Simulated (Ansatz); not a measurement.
# H10Si3: the cost of one run

Program: Ansatz 0.2.0. Level of theory: RHF/cc-pVDZ. These are calculated values, not measurements.

## (1) The structure to begin with

Bond lengths: Si1–H2 1.460 Å, Si1–H3 1.463 Å, Si1–H4 1.461 Å, Si1–H5 1.462 Å, Si6–Si7 2.305 Å, Si6–H8 1.466 Å, Si6–H9 1.466 Å, Si6–H10 1.467 Å, Si7–H11 1.467 Å, Si7–H12 1.466 Å, Si7–H13 1.466 Å. Angles (14 of 18 angles, heavy atoms first): Si6–Si7–H11 112.0°, Si6–Si7–H12 112.4°, Si6–Si7–H13 112.7°, Si7–Si6–H8 112.6°, Si7–Si6–H9 112.8°, Si7–Si6–H10 112.5°, H2–Si1–H3 109.7°, H2–Si1–H4 109.5°, H2–Si1–H5 109.5°, H3–Si1–H4 109.6°, H3–Si1–H5 109.5°, H4–Si1–H5 109.0°, H11–Si7–H12 106.1°, H11–Si7–H13 106.3°.

Coordinates:

```xyz
13

Si   -0.0240    0.1330   -2.7915
H     1.1446   -0.6728   -2.4486
H    -0.5850    0.7300   -1.5793
H    -1.0284   -0.7132   -3.4324
H     0.3695    1.1914   -3.7198
Si   -0.3605    0.9008    2.2068
Si    0.3904   -1.0700    1.2778
H     0.5082    1.3836    3.2850
H    -0.4426    1.9936    1.2325
H    -1.6993    0.7722    2.7919
H     0.7121   -2.0730    2.2995
H     1.6117   -0.8858    0.4887
H    -0.5968   -1.6898    0.3893
```

## (2) Relaxing the start

The input, input.yaml:

```yaml
crystal:
  periodic: [false, false, false]
  atoms:
    - { symbol: Si, position_ang: [-0.024, 0.133, -2.7915] }
    - { symbol: H, position_ang: [1.1446, -0.6728, -2.4486] }
    - { symbol: H, position_ang: [-0.585, 0.73, -1.5793] }
    - { symbol: H, position_ang: [-1.0284, -0.7132, -3.4324] }
    - { symbol: H, position_ang: [0.3695, 1.1914, -3.7198] }
    - { symbol: Si, position_ang: [-0.3605, 0.9008, 2.2068] }
    - { symbol: Si, position_ang: [0.3904, -1.07, 1.2778] }
    - { symbol: H, position_ang: [0.5082, 1.3836, 3.285] }
    - { symbol: H, position_ang: [-0.4426, 1.9936, 1.2325] }
    - { symbol: H, position_ang: [-1.6993, 0.7722, 2.7919] }
    - { symbol: H, position_ang: [0.7121, -2.073, 2.2995] }
    - { symbol: H, position_ang: [1.6117, -0.8858, 0.4887] }
    - { symbol: H, position_ang: [-0.5968, -1.6898, 0.3893] }
basis:
  gaussian: { orbitals: cc-pVDZ }
hamiltonian:
  xc: hf
relax:
  f_tol: 0.02
  max_steps: 40
```

Command:

```
ansatz run input.yaml --threads 2 --pin off --max-ram 3072MiB --backend cpu --events-out ev --progress --plain --runs-dir out
```

**Question.** How long does this run take on 2 threads of Arm Neoverse N1, shared host, and how much memory does it need?

About 22 s, with a peak of 0.21 GiB.
